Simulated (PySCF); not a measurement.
**Working with the constants of BH**

PBE0 constants of BH, ¹Σ⁺ (singlet), closed shell (B def2-TZVP, H def2-TZVP; no relativity (PySCF 2.14); masses 11.0093 and 1.0078 u):

| Property | Result |
| --- | --- |
| ωe | 2329.3 cm⁻¹ |
| ωexe | 44.2 cm⁻¹ |
| Be | 11.856 cm⁻¹ |
| αe | 0.401 cm⁻¹ |
| D (centrifugal) | 0.00123 cm⁻¹ |
| De to B + H | 3.49 eV |

**Question.** Give the vibrational terms G(v) and spacings up to v = 6.

**Answer.** G(v) = ωe(v+½) − ωexe(v+½)².

| v | G(v) (cm⁻¹) | G(v) − G(v−1) | Bv (cm⁻¹) |
| --- | --- | --- | --- |
| 0 | 1154 |  | 11.66 |
| 1 | 3395 | 2241 | 11.25 |
| 2 | 5547 | 2152 | 10.85 |
| 3 | 7611 | 2064 | 10.45 |
| 4 | 9587 | 1976 | 10.05 |
| 5 | 11474 | 1887 | 9.65 |
| 6 | 13273 | 1799 | 9.25 |

**Question.** How well does the Morse estimate ωe²/(4ωexe) reproduce De, and what is D0?

**Answer.** It gives 3.80 eV, 109 % of the computed De. D0 = De − G(0) = 3.49 − 0.14 = 3.35 eV.

Measured values (Huber and Herzberg, Constants of Diatomic Molecules (1979)): ωe = 2366.9 cm⁻¹, ωexe = 49.395 cm⁻¹, Be = 12.021 cm⁻¹, αe = 0.412 cm⁻¹.
